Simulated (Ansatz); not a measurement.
Ansatz (an electronic-structure program) input (B3LYP/6-311+G**): The .json file is the Basis Set Exchange's 6-311+G**.

Ansatz 0.2 input:
```yaml
crystal:
  periodic: [false, false, false]
  atoms:
    - {symbol: H, position_ang: [0.02111205, -0.00143336, 2.12185248]}
    - {symbol: N, position_ang: [0.01112652, -0.00075541, 1.11826362]}
    - {symbol: C, position_ang: [0.00946073, 1.12191629, 0.33153769]}
    - {symbol: C, position_ang: [-0.00287711, -1.12236327, 0.33014438]}
    - {symbol: C, position_ang: [-0.00584339, 0.71143788, -0.97956154]}
    - {symbol: C, position_ang: [-0.01365831, -0.71011385, -0.98044408]}
    - {symbol: H, position_ang: [0.01917266, 2.10750118, 0.76352653]}
    - {symbol: H, position_ang: [-0.00400481, -2.10853097, 0.76090912]}
    - {symbol: H, position_ang: [-0.01087228, 1.35755136, -1.84125406]}
    - {symbol: H, position_ang: [-0.02578477, -1.35506260, -1.84293812]}
basis:
  gaussian:
    orbitals: 6-311+G__.json
hamiltonian:
  xc: {name: B3LYP}
output: {forces: true}
```

Problem. Predict the final energy.

Solution. -210.23046 Eh.
